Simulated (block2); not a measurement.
# DMRG/ANO-RCC-MB run of H2S2 (SMILES SS)

What is the energy change on altering one bond length of H2S2 at DMRG/ANO-RCC-MB? The job is set up through a Python script.

The results are computed with block2 0.5.4.

3 further runs of the same task are left out: 3 set aside as unsound or not needed.

## (1) Starting point

The species is H2S2 (4 atoms), meant as a singlet with charge 0. SMILES: `SS`. The shape is that of a GFN2-xTB optimisation.

Bond lengths: S1–S2 2.046 Å, S1–H3 1.341 Å, S2–H4 1.341 Å. Angles: S1–S2–H4 98.2°, S2–S1–H3 98.1°.

## (2) A single-point energy at DMRG/ANO-RCC-MB

Contents of dmrg.py:

```python
import numpy as np
from pyscf import cc, dft, gto, mcscf, mp, scf
from pyblock2._pyscf.ao2mo import integrals as itg
from pyblock2.driver.core import DMRGDriver, SymmetryTypes

geom = """
S
S 1 2.046017
H 1 1.340632 2 98.1388
H 2 1.340725 1 98.1631 3 -95.95828
"""
mol = gto.M(
    atom=geom,
    basis="ano-rcc-mb",
    charge=0,
    verbose=3,
)
print("basis functions = %d" % (mol.nao))
mf = scf.RHF(mol)
mf.conv_tol = 1e-10
mf.max_cycle = 200
mf.kernel()
if not mf.converged:
    mf = mf.newton().run(mf.mo_coeff, mf.mo_occ)
print("reference energy = %.10f" % (mf.e_tot))
# MP2, CCSD and CCSD(T) with the same frozen core
ref = mf
pt = mp.MP2(ref, frozen=10).run()
mycc = cc.CCSD(ref, frozen=10)
mycc.max_cycle = 150
mycc.kernel()
print("MP2 total energy = %.10f" % (pt.e_tot))
if mycc.converged:
    print("CCSD total energy = %.10f" % (mycc.e_tot))
    print("CCSD(T) total energy = %.10f" % (mycc.e_tot + mycc.ccsd_t()))
    print("T1 diagnostic = %.4f" % (mycc.get_t1_diagnostic()))
# a few density functionals on the same geometry and basis
ks = dft.RKS(mol, xc="tpss").set(conv_tol=1e-9, verbose=3).run()
if ks.converged:
    print("E(TPSS) = %.8f" % (ks.e_tot))
ks = dft.RKS(mol, xc="m062x").set(conv_tol=1e-9, verbose=3).run()
if ks.converged:
    print("E(M06-2X) = %.8f" % (ks.e_tot))
ks = dft.RKS(mol, xc="hse06").set(conv_tol=1e-9, verbose=3).run()
if ks.converged:
    print("E(HSE06) = %.8f" % (ks.e_tot))
ks = dft.RKS(mol, xc="bhandhlyp").set(conv_tol=1e-9, verbose=3).run()
if ks.converged:
    print("E(BHLYP) = %.8f" % (ks.e_tot))
# natural orbitals of MP2 give a compact matrix product state
occ_no, mo = mcscf.addons.make_natural_orbitals(mp.MP2(mf, frozen=10).run())
mf.mo_coeff = mo
ncas, n_elec, spin, ecore, h1e, g2e, orb_sym = itg.get_rhf_integrals(mf, ncore=10, ncas=10, pg_symm=False, g2e_symm=8)
dmrg = DMRGDriver(scratch="./tmp", symm_type=SymmetryTypes.SU2, stack_mem=1500 << 20, n_threads=1)
dmrg.initialize_system(n_sites=ncas, n_elec=n_elec, spin=spin, orb_sym=orb_sym)
mpo = dmrg.get_qc_mpo(h1e=h1e, g2e=g2e, ecore=ecore, iprint=1)
occs = np.array([1.8] * 7 + [0.2] * 3)
psi = dmrg.get_random_mps(tag="GS", bond_dim=75, nroots=1, occs=occs)
bond_dims = [75] * 2 + [100] * 2
noises = [0.0001] * 2 + [1e-05] * 2 + [0]
thrds = [1e-09] * 4
e = dmrg.dmrg(mpo, psi, n_sweeps=10, tol=1e-07, bond_dims=bond_dims, noises=noises, thrds=thrds, iprint=1)
ms, dws, es = dmrg.get_dmrg_results()
print("DW = %.3e" % (dws[-1]))
print("total energy = %.10f" % (e))
dm1 = dmrg.get_1pdm(psi)
print("occupation numbers =", np.round(np.linalg.eigvalsh(dm1)[::-1], 5).tolist())
c_act = mf.mo_coeff[:, 10:20]
dm_ao = c_act @ dm1 @ c_act.T + 2 * mf.mo_coeff[:, :10] @ mf.mo_coeff[:, :10].T
print("dipole moment (debye) =", np.round(scf.hf.dip_moment(mol, dm_ao, verbose=0), 4).tolist())
print(f"max block entropy = {max(dmrg.get_bipartite_entanglement(psi)):.4f}")
csf, coef = dmrg.get_csf_coefficients(psi, cutoff=0.05, iprint=1)
print(f"leading coefficient squared = {np.max(np.abs(coef)) ** 2:.4f}")
# exact diagonalisation in the same space
ci = mcscf.CASCI(mf, 10, (7, 7))
ci.fix_spin_(ss=0)
ci.fcisolver.conv_tol = 1e-10
ci.fcisolver.max_cycle = 200
ci.kernel()
print(f"E(FCI) = {ci.e_tot:.10f}")
```

Launch:

```sh
$ python dmrg.py
```

The program printed:

```text
basis functions = 20
converged SCF energy = -795.516827563002
reference energy = -795.5168275630
E(RMP2) = -795.555400268256  E_corr = -0.0385727052534164
E(SCS-RMP2) = -795.562007785064  E_corr = -0.0451802220615572
E(CCSD) = -795.5731288347979  E_corr = -0.05630127179557558
MP2 total energy = -795.5554002683
CCSD total energy = -795.5731288348
CCSD(T) correction = -0.000233327481925531
CCSD(T) total energy = -795.5733621623
T1 diagnostic = 0.0060
converged SCF energy = -796.946723626547
E(TPSS) = -796.94672363
converged SCF energy = -796.881016151242
E(M06-2X) = -796.88101615
converged SCF energy = -796.656469854118
E(HSE06) = -796.65646985
converged SCF energy = -796.887863263763
E(BHLYP) = -796.88786326
E(RMP2) = -795.555400268256  E_corr = -0.0385727052534164
E(SCS-RMP2) = -795.562007785064  E_corr = -0.0451802220615572
integral symmetrize error =  0.0
integral cutoff error =  0.0
mpo terms =       5865

Build MPO | Nsites =    10 | Nterms =       5865 | Algorithm = FastBIP | Cutoff = 1.00e-20
 Site =     0 /    10 .. Mmpo =    13 DW = 0.00e+00 NNZ =       13 SPT = 0.0000 Tmvc = 0.000 T = 0.001
 Site =     1 /    10 .. Mmpo =    42 DW = 0.00e+00 NNZ =      166 SPT = 0.6960 Tmvc = 0.000 T = 0.002
 Site =     2 /    10 .. Mmpo =    64 DW = 0.00e+00 NNZ =      340 SPT = 0.8735 Tmvc = 0.000 T = 0.002
 Site =     3 /    10 .. Mmpo =    94 DW = 0.00e+00 NNZ =      562 SPT = 0.9066 Tmvc = 0.000 T = 0.002
 Site =     4 /    10 .. Mmpo =   132 DW = 0.00e+00 NNZ =      785 SPT = 0.9367 Tmvc = 0.001 T = 0.002
 Site =     5 /    10 .. Mmpo =    94 DW = 0.00e+00 NNZ =     2729 SPT = 0.7801 Tmvc = 0.000 T = 0.004
 Site =     6 /    10 .. Mmpo =    64 DW = 0.00e+00 NNZ =      563 SPT = 0.9064 Tmvc = 0.000 T = 0.001
 Site =     7 /    10 .. Mmpo =    42 DW = 0.00e+00 NNZ =      342 SPT = 0.8728 Tmvc = 0.000 T = 0.001
 Site =     8 /    10 .. Mmpo =    14 DW = 0.00e+00 NNZ =      179 SPT = 0.6956 Tmvc = 0.000 T = 0.000
 Site =     9 /    10 .. Mmpo =     1 DW = 0.00e+00 NNZ =       14 SPT = 0.0000 Tmvc = 0.000 T = 0.000
Ttotal =      0.015 Tmvc-total = 0.003 MPO bond dimension =   132 MaxDW = 0.00e+00
NNZ =         5693 SIZE =        43385 SPT = 0.8688

Rank =     0 Ttotal =      0.015 MPO method = FastBipartite bond dimension =     132 NNZ =         5693 SIZE =        43385 SPT = 0.8688

Sweep =    0 | Direction =  forward | Bond dimension =   75 | Noise =  1.00e-04 | Dav threshold =  1.00e-09
Time elapsed =      0.087 | E =    -795.5497915376 | DW = 1.98823e-10

Sweep =    1 | Direction = backward | Bond dimension =   75 | Noise =  1.00e-04 | Dav threshold =  1.00e-09
Time elapsed =      0.329 | E =    -795.5732930275 | DE = -2.35e-02 | DW = 4.40978e-08

Sweep =    2 | Direction =  forward | Bond dimension =  100 | Noise =  1.00e-05 | Dav threshold =  1.00e-09
Time elapsed =      0.754 | E =    -795.5734556630 | DE = -1.63e-04 | DW = 3.31843e-09

Sweep =    3 | Direction = backward | Bond dimension =  100 | Noise =  1.00e-05 | Dav threshold =  1.00e-09
Time elapsed =      1.222 | E =    -795.5734642435 | DE = -8.58e-06 | DW = 4.07669e-08

Sweep =    4 | Direction =  forward | Bond dimension =  100 | Noise =  0.00e+00 | Dav threshold =  1.00e-08
Time elapsed =      1.624 | E =    -795.5734643187 | DE = -7.52e-08 | DW = 2.30061e-09

DW = 2.301e-09
total energy = -795.5734643187
occupation numbers = [1.99848, 1.99802, 1.99733, 1.9951, 1.97277, 1.97252, 1.96154, 0.04397, 0.03026, 0.03]
dipole moment (debye) = [0.0, 1.1902, 1.0723]
max block entropy = 0.2876
mps center changed (temporarily)
DTRIE T =      0.001
Number of CSF =          5 (cutoff =      0.05)
Sum of weights of included CSF =    0.977173746240926

CSF          0 2222222000  =    0.973598861271416
CSF          1 2222220200  =   -0.114701432457897
CSF          2 2222+-20+-  =   -0.101065700423124
CSF          3 2222202002  =   -0.055295654368070
CSF          4 2222202020  =   -0.053391944804672
leading coefficient squared = 0.9479
CASCI E = -795.573464321686  E(CI) = -37.6864976375338  S^2 = 0.0000000
E(FCI) = -795.5734643217
```

It took 12 s on 1 thread of Arm Neoverse V2, shared host; peak memory 0.27 GiB.

## (3) The distorted shape: a single-point energy at DMRG/ANO-RCC-MB

Contents of mol.xyz:

```xyz
4
H2S2
S      1.269204    -0.735234     1.089098
S      0.535964     1.173776     1.024108
H      0.295904    -1.287354     1.827438
H     -0.594200     1.034510    -1.103650
```

Contents of run_dmrg.py:

```python
import numpy as np
from pyscf import cc, dft, gto, mcscf, mp, scf
from pyblock2._pyscf.ao2mo import integrals as itg
from pyblock2.driver.core import DMRGDriver, SymmetryTypes

mol = gto.M(atom="mol.xyz", basis="ano-rcc-mb", charge=0, spin=0, verbose=4, max_memory=2000)
print("nao                            = %d" % (mol.nao))
mf = scf.RHF(mol)
mf.conv_tol = 1e-10
mf.max_cycle = 200
mf.kernel()
if not mf.converged:
    mf = mf.newton().run(mf.mo_coeff, mf.mo_occ)
print(f"reference energy               = {mf.e_tot:.10f}")
ref = mf
pt = mp.MP2(ref, frozen=10).run()
mycc = cc.CCSD(ref, frozen=10)
mycc.max_cycle = 150
mycc.kernel()
print(f"MP2 total energy               = {pt.e_tot:.10f}")
if mycc.converged:
    print(f"E(CCSD)                        = {mycc.e_tot:.10f}")
    print("E(CCSD(T))                     = %.10f" % (mycc.e_tot + mycc.ccsd_t()))
    print("T1 diagnostic                  = %.4f" % (mycc.get_t1_diagnostic()))
ks = dft.RKS(mol, xc="tpss").set(conv_tol=1e-9, verbose=3).run()
if ks.converged:
    print("E(TPSS)                        = %.8f" % (ks.e_tot))
ks = dft.RKS(mol, xc="m062x").set(conv_tol=1e-9, verbose=3).run()
if ks.converged:
    print(f"E(M06-2X)                      = {ks.e_tot:.8f}")
ks = dft.RKS(mol, xc="hse06").set(conv_tol=1e-9, verbose=3).run()
if ks.converged:
    print(f"E(HSE06)                       = {ks.e_tot:.8f}")
ks = dft.RKS(mol, xc="bhandhlyp").set(conv_tol=1e-9, verbose=3).run()
if ks.converged:
    print(f"E(BHLYP)                       = {ks.e_tot:.8f}")
occ_no, mo = mcscf.addons.make_natural_orbitals(mp.MP2(mf, frozen=10).run())
mf.mo_coeff = mo
ncas, n_elec, spin, ecore, h1e, g2e, orb_sym = itg.get_rhf_integrals(mf, ncore=10, ncas=10, pg_symm=False, g2e_symm=8)
drv = DMRGDriver(scratch="./tmp", symm_type=SymmetryTypes.SU2, stack_mem=1500 << 20, n_threads=1)
drv.initialize_system(n_sites=ncas, n_elec=n_elec, spin=spin, orb_sym=orb_sym)
mpo = drv.get_qc_mpo(h1e=h1e, g2e=g2e, ecore=ecore, iprint=0)
occs = np.array([1.7] * 7 + [0.3] * 3)
mps = drv.get_random_mps(tag="GS", bond_dim=50, nroots=1, occs=occs)
bond_dims = [50] * 3 + [75] * 4 + [100] * 3
noises = [0.0001] * 3 + [0.0001] * 4 + [1e-05] * 3 + [0]
thrds = [1e-08] * 10
e = drv.dmrg(mpo, mps, n_sweeps=16, tol=1e-06, bond_dims=bond_dims, noises=noises, thrds=thrds, iprint=1)
ms, dws, es = drv.get_dmrg_results()
print("discarded weight               = %.3e" % (dws[-1]))
print("total energy                   = %.10f" % (e))
ci = mcscf.CASCI(mf, 10, (7, 7))
ci.fix_spin_(ss=0)
ci.fcisolver.conv_tol = 1e-10
ci.fcisolver.max_cycle = 200
ci.kernel()
print(f"FCI energy                     = {ci.e_tot:.10f}")
```

Launch:

```sh
$ python run_dmrg.py
```

The program printed:

```text
[INPUT] verbose = 4
[INPUT] num. atoms = 4
[INPUT] num. electrons = 34
[INPUT] charge = 0
[INPUT] spin (= nelec alpha-beta = 2S) = 0
[INPUT] symmetry False subgroup None
[INPUT] Mole.unit = angstrom
[INPUT] Symbol           X                Y                Z      unit          X                Y                Z       unit  Magmom
[INPUT]  1 S      1.269204000000  -0.735234000000   1.089098000000 AA    2.398447956202  -1.389390897468   2.058096942812 Bohr   0.0
[INPUT]  2 S      0.535964000000   1.173776000000   1.024108000000 AA    1.012825172626   2.218115171587   1.935283641976 Bohr   0.0
[INPUT]  3 H      0.295904000000  -1.287354000000   1.827438000000 AA    0.559177519163  -2.432746485363   3.453357329623 Bohr   0.0
[INPUT]  4 H     -0.594200000000   1.034510000000  -1.103650000000 AA   -1.122875263217   1.954940573124  -2.085596237376 Bohr   0.0

nuclear repulsion = 81.9356447151207
number of shells = 6
number of NR pGTOs = 122
number of NR cGTOs = 20
basis = ano-rcc-mb
ecp = {}
CPU time:         0.52
nao                            = 20

******** <class 'pyscf.scf.hf.RHF'> ********
method = RHF
initial guess = minao
damping factor = 0
level_shift factor = 0
DIIS = <class 'pyscf.scf.diis.CDIIS'>
diis_start_cycle = 1
diis_space = 8
diis_damp = 0
SCF conv_tol = 1e-10
SCF conv_tol_grad = None
SCF max_cycles = 200
direct_scf = True
direct_scf_tol = 1e-13
chkfile to save SCF result = tmp_svtcuad
max_memory 2000 MB (current use 123 MB)
Set gradient conv threshold to 1e-05
Initial guess from minao.
init E= -795.405969680989
  HOMO = -0.235162031978438  LUMO = -0.0903629452443615  gap/eV = 3.94018
cycle= 1 E= -795.355030970135  delta_E= 0.0509  |g|= 0.194  |ddm|= 2.64
  HOMO = -0.326313781280901  LUMO = -0.0517407128448139  gap/eV = 7.47151
cycle= 2 E= -795.383956033985  delta_E= -0.0289  |g|= 0.0793  |ddm|= 0.761
  HOMO = -0.350459922438894  LUMO = -0.0312060053097241  gap/eV = 8.68734
cycle= 3 E= -795.388882157289  delta_E= -0.00493  |g|= 0.0136  |ddm|= 0.24
  HOMO = -0.353919530059278  LUMO = -0.0299764039015085  gap/eV = 8.81494
cycle= 4 E= -795.389056890096  delta_E= -0.000175  |g|= 0.00247  |ddm|= 0.0407
  HOMO = -0.353706011011666  LUMO = -0.0306545909399886  gap/eV = 8.79068
cycle= 5 E= -795.389066927428  delta_E= -1e-05  |g|= 0.000904  |ddm|= 0.0106
  HOMO = -0.353866942503364  LUMO = -0.030297664193293  gap/eV = 8.80477
cycle= 6 E= -795.389068629428  delta_E= -1.7e-06  |g|= 0.000159  |ddm|= 0.00583
  HOMO = -0.353909701130011  LUMO = -0.0303042036173146  gap/eV = 8.80575
cycle= 7 E= -795.389068674863  delta_E= -4.54e-08  |g|= 3.29e-05  |ddm|= 0.00104
  HOMO = -0.353904688619204  LUMO = -0.0303071764119267  gap/eV = 8.80554
cycle= 8 E= -795.389068676847  delta_E= -1.98e-09  |g|= 1.19e-05  |ddm|= 0.000198
  HOMO = -0.353904841479072  LUMO = -0.0303032373375345  gap/eV = 8.80565
cycle= 9 E= -795.389068677237  delta_E= -3.89e-10  |g|= 3.52e-06  |ddm|= 0.000103
  HOMO = -0.353904454360429  LUMO = -0.0303049673846485  gap/eV = 8.80559
cycle= 10 E= -795.389068677277  delta_E= -4.06e-11  |g|= 1.63e-06  |ddm|= 2.93e-05
  HOMO = -0.353904458998577  LUMO = -0.0303050236107204  gap/eV = 8.80559
Extra cycle  E= -795.389068677283  delta_E= -5.68e-12  |g|= 1.12e-06  |ddm|= 7.22e-06
converged SCF energy = -795.389068677283
reference energy               = -795.3890686773

******** <class 'pyscf.mp.mp2.RMP2'> ********
nocc = 7, nmo = 10
frozen orbitals 10
max_memory 2000 MB (current use 130 MB)
E(RMP2) = -795.464807724765  E_corr = -0.0757390474821472
E(SCS-RMP2) = -795.476960358441  E_corr = -0.0878916811576016
E_corr(same-spin) = -0.00345597210112502
E_corr(oppo-spin) = -0.0722830753810222

******** <class 'pyscf.cc.ccsd.CCSD'> ********
CC2 = 0
CCSD nocc = 7, nmo = 10
frozen orbitals 10
max_cycle = 150
direct = 0
conv_tol = 1e-07
conv_tol_normt = 1e-05
diis_space = 6
diis_start_cycle = 0
diis_start_energy_diff = 1e+09
max_memory 2000 MB (current use 130 MB)
Init t2, MP2 energy = -795.464807724314  E_corr(MP2) -0.0757390470313536
Init E_corr(CCSD) = -0.0757390470329707
cycle = 1  E_corr(CCSD) = -0.103447699034718  dE = -0.027708652  norm(t1,t2) = 0.132689
cycle = 2  E_corr(CCSD) = -0.117218527597329  dE = -0.0137708286  norm(t1,t2) = 0.0710368
cycle = 3  E_corr(CCSD) = -0.128164974525732  dE = -0.0109464469  norm(t1,t2) = 0.0340314
cycle = 4  E_corr(CCSD) = -0.128545554917524  dE = -0.000380580392  norm(t1,t2) = 0.00618495
cycle = 5  E_corr(CCSD) = -0.128164238282907  dE = 0.000381316635  norm(t1,t2) = 0.00303251
cycle = 6  E_corr(CCSD) = -0.1285346776619  dE = -0.000370439379  norm(t1,t2) = 0.00139074
cycle = 7  E_corr(CCSD) = -0.128442547696307  dE = 9.21299656e-05  norm(t1,t2) = 0.000750314
cycle = 8  E_corr(CCSD) = -0.128429580304798  dE = 1.29673915e-05  norm(t1,t2) = 0.000548054
cycle = 9  E_corr(CCSD) = -0.128427360025797  dE = 2.220279e-06  norm(t1,t2) = 0.000336718
cycle = 10  E_corr(CCSD) = -0.128434618832827  dE = -7.25880703e-06  norm(t1,t2) = 0.000185355
cycle = 11  E_corr(CCSD) = -0.128433146905006  dE = 1.47192782e-06  norm(t1,t2) = 5.10272e-05
cycle = 12  E_corr(CCSD) = -0.128433309637003  dE = -1.62731997e-07  norm(t1,t2) = 2.13804e-05
cycle = 13  E_corr(CCSD) = -0.128432991864001  dE = 3.17773002e-07  norm(t1,t2) = 1.11306e-05
cycle = 14  E_corr(CCSD) = -0.128433262240988  dE = -2.70376987e-07  norm(t1,t2) = 5.2038e-06
cycle = 15  E_corr(CCSD) = -0.128433275396929  dE = -1.31559417e-08  norm(t1,t2) = 1.6901e-06
CCSD converged
E(CCSD) = -795.5175019526799  E_corr = -0.1284332753969295
MP2 total energy               = -795.4648077248
E(CCSD)                        = -795.5175019527
CCSD(T) correction = -0.00256831447552719
E(CCSD(T))                     = -795.5200702672
T1 diagnostic                  = 0.0255
radial grids:
    Treutler-Ahlrichs [JCP 102, 346 (1995); DOI:10.1063/1.469408] (M4) radial grids

becke partition: Becke, JCP 88, 2547 (1988); DOI:10.1063/1.454033
pruning grids: <function nwchem_prune at 0xf802d0934180>
grids dens level: 3
symmetrized grids: False
atomic radii adjust function: <function treutler_atomic_radii_adjust at 0xf802d0934680>
tot grids = 57376
converged SCF energy = -796.872323958662
E(TPSS)                        = -796.87232396
radial grids:
    Treutler-Ahlrichs [JCP 102, 346 (1995); DOI:10.1063/1.469408] (M4) radial grids

becke partition: Becke, JCP 88, 2547 (1988); DOI:10.1063/1.454033
pruning grids: <function nwchem_prune at 0xf802d0934180>
grids dens level: 3
symmetrized grids: False
atomic radii adjust function: <function treutler_atomic_radii_adjust at 0xf802d0934680>
tot grids = 57376
converged SCF energy = -796.785062887944
E(M06-2X)                      = -796.78506289
radial grids:
    Treutler-Ahlrichs [JCP 102, 346 (1995); DOI:10.1063/1.469408] (M4) radial grids

becke partition: Becke, JCP 88, 2547 (1988); DOI:10.1063/1.454033
pruning grids: <function nwchem_prune at 0xf802d0934180>
grids dens level: 3
symmetrized grids: False
atomic radii adjust function: <function treutler_atomic_radii_adjust at 0xf802d0934680>
tot grids = 57376
converged SCF energy = -796.569109445974
E(HSE06)                       = -796.56910945
radial grids:
    Treutler-Ahlrichs [JCP 102, 346 (1995); DOI:10.1063/1.469408] (M4) radial grids

becke partition: Becke, JCP 88, 2547 (1988); DOI:10.1063/1.454033
pruning grids: <function nwchem_prune at 0xf802d0934180>
grids dens level: 3
symmetrized grids: False
atomic radii adjust function: <function treutler_atomic_radii_adjust at 0xf802d0934680>
tot grids = 57376
converged SCF energy = -796.786333085035
E(BHLYP)                       = -796.78633309

******** <class 'pyscf.mp.mp2.RMP2'> ********
nocc = 7, nmo = 10
frozen orbitals 10
max_memory 2000 MB (current use 158 MB)
E(RMP2) = -795.464807724765  E_corr = -0.0757390474821472
E(SCS-RMP2) = -795.476960358441  E_corr = -0.0878916811576016
E_corr(same-spin) = -0.00345597210112502
E_corr(oppo-spin) = -0.0722830753810222

Sweep =    0 | Direction =  forward | Bond dimension =   50 | Noise =  1.00e-04 | Dav threshold =  1.00e-08
Time elapsed =      0.139 | E =    -795.5156395100 | DW = 1.80566e-07

Sweep =    1 | Direction = backward | Bond dimension =   50 | Noise =  1.00e-04 | Dav threshold =  1.00e-08
Time elapsed =      0.352 | E =    -795.5205271554 | DE = -4.89e-03 | DW = 4.54071e-06

Sweep =    2 | Direction =  forward | Bond dimension =   50 | Noise =  1.00e-04 | Dav threshold =  1.00e-08
Time elapsed =      0.599 | E =    -795.5207050783 | DE = -1.78e-04 | DW = 4.64846e-06

Sweep =    3 | Direction = backward | Bond dimension =   75 | Noise =  1.00e-04 | Dav threshold =  1.00e-08
Time elapsed =      0.897 | E =    -795.5207211307 | DE = -1.61e-05 | DW = 5.39720e-07

Sweep =    4 | Direction =  forward | Bond dimension =   75 | Noise =  1.00e-04 | Dav threshold =  1.00e-08
Time elapsed =      1.245 | E =    -795.5207238059 | DE = -2.68e-06 | DW = 5.77434e-07

Sweep =    5 | Direction = backward | Bond dimension =   75 | Noise =  1.00e-04 | Dav threshold =  1.00e-08
Time elapsed =      1.578 | E =    -795.5207238057 | DE = 2.01e-10 | DW = 6.46088e-07

Sweep =    6 | Direction =  forward | Bond dimension =   75 | Noise =  1.00e-04 | Dav threshold =  1.00e-08
Time elapsed =      1.919 | E =    -795.5207239593 | DE = -1.54e-07 | DW = 5.75338e-07

Sweep =    7 | Direction = backward | Bond dimension =  100 | Noise =  1.00e-05 | Dav threshold =  1.00e-08
Time elapsed =      2.320 | E =    -795.5207244801 | DE = -5.21e-07 | DW = 4.93566e-08

Sweep =    8 | Direction =  forward | Bond dimension =  100 | Noise =  1.00e-05 | Dav threshold =  1.00e-08
Time elapsed =      2.767 | E =    -795.5207244972 | DE = -1.71e-08 | DW = 8.78173e-09

Sweep =    9 | Direction = backward | Bond dimension =  100 | Noise =  1.00e-05 | Dav threshold =  1.00e-08
Time elapsed =      3.198 | E =    -795.5207244995 | DE = -2.27e-09 | DW = 4.82592e-08

Sweep =   10 | Direction =  forward | Bond dimension =  100 | Noise =  0.00e+00 | Dav threshold =  1.00e-07
Time elapsed =      3.599 | E =    -795.5207244917 | DE = 7.75e-09 | DW = 1.84764e-09

discarded weight               = 1.848e-09
total energy                   = -795.5207244917

******** <class 'pyscf.mcscf.casci.CASCI'> ********
CAS (7e+7e, 10o), ncore = 10, nvir = 0
natorb = False
canonicalization = True
sorting_mo_energy = False
max_memory 2000 MB (current use 281 MB)
******** <class 'pyscf.fci.addons.SpinPenaltyFCISolver'> ********
max. cycles = 200
conv_tol = 1e-10
davidson only = True
linear dependence = 1e-12
level shift = 0.001
max iter space = 12
max_memory 2000 MB
nroots = 1
pspace_size = 400
spin = None
Density matrix diagonal elements [1.99775191 1.99708441 1.99273715 1.98253508 1.97229691 1.95400692
 1.58678625 0.43412986 0.05111528 0.03155622]
CASCI converged
CASCI E = -795.520724500886  E(CI) = -36.2685085079708  S^2 = 0.0000000
FCI energy                     = -795.5207245009
```

Wall time 19 s (1 thread of Arm Neoverse V2, shared host); peak memory 0.28 GiB.

## (4) Outcome

At DMRG/ANO-RCC-MB, 10 core orbitals frozen:

```
                                                                       quantity          value
                                           run 1, DMRG/ANO-RCC-MB: total energy  -795.57346 Eh
run 1, DMRG/ANO-RCC-MB: dipole moment (of the density that the program reports)         1.60 D
                         run 1, DMRG/ANO-RCC-MB: T1 diagnostic of the CCSD step          0.006
                                                  distorted shape: total energy  -795.52072 Eh
                                distorted shape: T1 diagnostic of the CCSD step          0.025
              energy change with the S2–H4 bond stretched from 1.341 to 2.413 Å       1.435 eV
```

**Reading.** With the S2–H4 bond stretched from 1.341 to 2.413 Å the energy rises by 1.44 eV (33 kcal/mol). The first shape isn't relaxed at this level, so the change isn't measured from a minimum. The minimal basis adds a large error of its own. The basis (run 1, DMRG/ANO-RCC-MB) was made for a relativistic Hamiltonian, but the run is non-relativistic. The T1 diagnostic (distorted shape) of 0.025 is above the customary mark for such species, so a single reference may not serve. The basis (distorted shape) was made for a relativistic Hamiltonian, but the run is non-relativistic.
